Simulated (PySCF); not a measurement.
Geometries of 5 isomers of C5H10, from PBE0-D3(BJ)/def2-TZVP geometry optimisation, gas phase in PySCF 2.14.0. One conformer each, no zero-point energy, no frequencies.

Question: Which is lowest in electronic energy at this level?
A.
```xyz
15
angstrom
C      2.558   -0.137    0.090
C      1.179   -0.169   -0.474
C      0.071   -0.367    0.230
C     -1.313   -0.389   -0.328
C     -2.204    0.691    0.274
H      3.188   -0.912   -0.358
H      3.047    0.821   -0.115
H      2.549   -0.289    1.171
H      1.090   -0.020   -1.550
H      0.156   -0.511    1.308
H     -1.766   -1.370   -0.136
H     -1.269   -0.275   -1.416
H     -3.220    0.634   -0.124
H     -2.265    0.589    1.361
H     -1.809    1.686    0.057
```
B.
```xyz
15
angstrom
C      2.260    0.093   -0.123
C      1.062   -0.134    0.397
C     -0.243    0.108   -0.293
C     -1.068    1.142    0.468
C     -1.019   -1.197   -0.444
H      2.371    0.488   -1.128
H      3.169   -0.105    0.432
H      0.989   -0.531    1.410
H     -0.028    0.503   -1.293
H     -0.538    2.092    0.547
H     -2.024    1.321   -0.031
H     -1.284    0.793    1.483
H     -1.239   -1.632    0.535
H     -0.449   -1.932   -1.016
H     -1.971   -1.027   -0.954
```
C.
```xyz
15
angstrom
C      0.336    0.495    1.126
C      1.169   -0.450    0.265
C      0.166   -1.052   -0.733
C     -1.037   -0.083   -0.759
C     -0.630    1.105    0.118
H     -0.222   -0.072    1.880
H      0.939    1.237    1.654
H      1.699   -1.209    0.844
H      1.926    0.132   -0.271
H     -0.152   -2.045   -0.408
H      0.614   -1.178   -1.720
H     -1.920   -0.569   -0.335
H     -1.305    0.224   -1.772
H     -0.102    1.855   -0.481
H     -1.485    1.603    0.580
```
D.
```xyz
15
angstrom
C      1.956   -0.535   -0.578
C      0.752    0.342   -0.623
C     -0.395    0.204    0.044
C     -0.697   -0.905    1.001
C     -1.506    1.193   -0.128
H      2.197   -0.916   -1.575
H      1.836   -1.392    0.085
H      2.833    0.026   -0.240
H      0.833    1.200   -1.288
H     -1.584   -1.460    0.676
H     -0.932   -0.501    1.992
H      0.121   -1.615    1.113
H     -1.240    1.980   -0.835
H     -2.416    0.702   -0.487
H     -1.762    1.663    0.828
```
E.
```xyz
15
angstrom
C     -1.339   -0.761   -0.108
C      0.002   -0.083   -0.027
C      1.157   -0.916   -0.516
C      0.055    1.395   -0.266
C      0.248    0.848    1.121
H     -1.579   -1.033   -1.140
H     -2.135   -0.109    0.260
H     -1.352   -1.677    0.490
H      2.101   -0.372   -0.431
H      1.023   -1.194   -1.566
H      1.249   -1.839    0.065
H      0.921    1.799   -0.776
H     -0.873    1.910   -0.483
H      1.244    0.883    1.546
H     -0.551    0.995    1.839
```

Answer: C. That is cyclopentane, `C1CCCC1`, 12.6 kcal/mol below the next.

```
   SMILES                atoms numbered as above      E (Eh)  relative (kcal/mol)  relative (kJ/mol)  dipole (D)
  C1CCCC1  [CH2:1]1[CH2:2][CH2:3][CH2:4][CH2:5]1  -196.39003                  0.0                0.0        0.02
 CC=C(C)C    [CH3:1][CH:2]=[C:3]([CH3:4])[CH3:5]  -196.37001                 12.6               52.6        0.21
 C/C=C/CC   [CH3:1]/[CH:2]=[CH:3]/[CH2:4][CH3:5]  -196.36613                 15.0               62.7        0.04
 C=CC(C)C   [CH2:1]=[CH:2][CH:3]([CH3:4])[CH3:5]  -196.36276                 17.1               71.6        0.37
CC1(C)CC1  [CH3:1][C:2]1([CH3:3])[CH2:4][CH2:5]1  -196.36212                 17.5               73.3        0.13
```

As drawn, the highest has a three-membered ring and a quaternary carbon, which the lowest lacks.
